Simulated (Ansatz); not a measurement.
Process, species as SMILES: FB(F)F → F[B]F + F atom
B3LYP-D3(BJ)/def2-TZVP geometries, fixed; electronic energies without zero-point terms.

Basis-set convergence of the bond dissociation energy at wB97M-V with Ansatz (a first-principles code). All functions are spherical. The program fits the integrals of some runs and decomposes those of others, by size. Open shells are unrestricted. The functional holds VV10 correlation; no added dispersion term, no relativity. Functions are those of the species that has most. Reference: the value in pcseg-4, 173.46 kcal/mol, itself unsure by roughly 0.09 kcal/mol (its mean distance from aug-pcseg-3, aug-cc-pVQZ, cc-pV5Z). Deviations are taken from unrounded values.

```json
[
 {"basis": "3-21G", "functions": "36", "bond dissociation energy (kcal/mol)": "176.77", "minus reference (kcal/mol)": "3.31"},
 {"basis": "pcseg-0", "functions": "36", "bond dissociation energy (kcal/mol)": "168.69", "minus reference (kcal/mol)": "-4.76"},
 {"basis": "def2-SVP", "functions": "56", "bond dissociation energy (kcal/mol)": "178.85", "minus reference (kcal/mol)": "5.39"},
 {"basis": "pcseg-1", "functions": "56", "bond dissociation energy (kcal/mol)": "173.26", "minus reference (kcal/mol)": "-0.20"},
 {"basis": "6-311G**", "functions": "72", "bond dissociation energy (kcal/mol)": "173.21", "minus reference (kcal/mol)": "-0.24"},
 {"basis": "6-311+G**", "functions": "88", "bond dissociation energy (kcal/mol)": "169.91", "minus reference (kcal/mol)": "-3.55"},
 {"basis": "aug-pcseg-1", "functions": "92", "bond dissociation energy (kcal/mol)": "172.82", "minus reference (kcal/mol)": "-0.64"},
 {"basis": "aug-pcseg-2", "functions": "184", "bond dissociation energy (kcal/mol)": "173.64", "minus reference (kcal/mol)": "0.19"},
 {"basis": "def2-QZVPP", "functions": "228", "bond dissociation energy (kcal/mol)": "173.47", "minus reference (kcal/mol)": "0.01"},
 {"basis": "def2-QZVPPD", "functions": "261", "bond dissociation energy (kcal/mol)": "173.19", "minus reference (kcal/mol)": "-0.27"},
 {"basis": "aug-cc-pVQZ", "functions": "320", "bond dissociation energy (kcal/mol)": "173.34", "minus reference (kcal/mol)": "-0.11"},
 {"basis": "aug-pcseg-3", "functions": "340", "bond dissociation energy (kcal/mol)": "173.50", "minus reference (kcal/mol)": "0.05"},
 {"basis": "cc-pV5Z", "functions": "364", "bond dissociation energy (kcal/mol)": "173.55", "minus reference (kcal/mol)": "0.10"}
]
```

The smallest set listed that lies within 1 kcal/mol of the reference with all its larger relatives (same family, alike in diffuse functions; a set with none counts only in the reference's own line) is pcseg-1 (56 functions, -0.20 kcal/mol off). Inside, with no larger relative to test it: 6-311G**, def2-QZVPP, def2-QZVPPD, aug-cc-pVQZ, cc-pV5Z. (Relatives not listed, tested too: pcseg-2 0.24, pcseg-3 0.10, pcseg-4 0.00 kcal/mol.)
